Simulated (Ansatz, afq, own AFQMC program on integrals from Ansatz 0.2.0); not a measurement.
Integrals from Ansatz 0.2.0, then the random walk in our own AFQMC program (afq).

```yaml
crystal:
  periodic: [false, false, false]
  atoms:
    - {symbol: H, position_ang: [0.000000, 0.000000, -0.850667]}
    - {symbol: H, position_ang: [0.000000, 0.000000, -0.010667]}
    - {symbol: H, position_ang: [0.000000, 0.000000, 0.861333]}
basis:
  gaussian: {orbitals: cc-pVTZ}
magnetization: {spin_polarized: true, initial_magnetization: 1}
correlation: {method: ccsd_t, electrons: outside_noble_gas, hamiltonian_folder: ham}
```

```sh
$ ansatz run in.yaml --threads 1 --pin off --events-out ev --progress --plain --max-ram 15360MiB --backend cuda --devices 0, --max-vram 18GiB
```

Options of the walk:

```
--method phaseless --trial hf --walkers 4000 --populations 20 --least-time 40 --time-step 0.005 --steps-per-block 20 --equilibration-blocks 112 --max-blocks 4000 --target-error 0.00055 --factor-cut 1e-05 --start spin_pure --seed 1543 --taylor-order 6
```

Times are imaginary, in 1/Eh. The walk had a cap of 50 s. With eight or more populations the least sampling time is a fifth of least-time, and the error comes from their spread.

```
orbitals 42  electrons 2 1  factors 213 of 213
reference energy -1.60086567 Eh
CCSD correlation -0.05121800 Eh in 9 cycles, weight of the determinant in the CISD state 0.9721
energy of the start -1.601484 Eh
 block  time / (1/Eh)  mean weight  energy / Eh
     1     0.100  1.0002  -1.614679
     2     0.200  1.0005  -1.622961
     3     0.300  1.0004  -1.628971
     4     0.400  1.0000  -1.633534
     5     0.500  1.0002  -1.636695
     8     0.800  1.0002  -1.643504
    13     1.300  1.0000  -1.647516
    25     2.500  0.9999  -1.651985
    37     3.700  1.0002  -1.652165
    49     4.900  1.0002  -1.651743
    61     6.100  1.0000  -1.652218
    73     7.300  1.0000  -1.651278
    85     8.500  1.0000  -1.652804
    97     9.700  1.0001  -1.652581
   109    10.900  1.0002  -1.654313
   121    12.100  1.0001  -1.652319
   133    13.300  1.0001  -1.651801
   145    14.500  1.0000  -1.652162
   157    15.700  1.0001  -1.652450
   169    16.900  1.0000  -1.652792
   181    18.100  1.0001  -1.651426
   185    18.500  0.9999  -1.651028
   189    18.900  1.0000  -1.652095
error from the spread of 20 populations
energy -1.652192 +/- 0.000162 Eh
(rows thinned)
```

(1) Estimate how long the walk took on 1 × NVIDIA H100 80GB HBM3 with 2 threads of AMD EPYC 7R13 Processor (Zen 3), on a shared host (the card was shared).

The run passed its tests (sampling time, drift between the halves within three errors, error under three times the target), which doesn't prove that it has relaxed.

Against this walk (error 4.4 meV) on the same determinant: CCSD(T) 9.4 meV lower, full CI 12.4 meV lower, a separate phaseless walk with a CISD trial and standard settings 11.7 ± 4.4 meV lower. The error is statistical and leaves out the bias of the constraint.

Cautions: constraint bias not in the error.

Answers

(1) 38 s of wall time.

A walk keeps the symmetry of its determinant, which the program's search chose and which needn't be the lowest solution, so a lower state of the same spin and another symmetry isn't excluded.
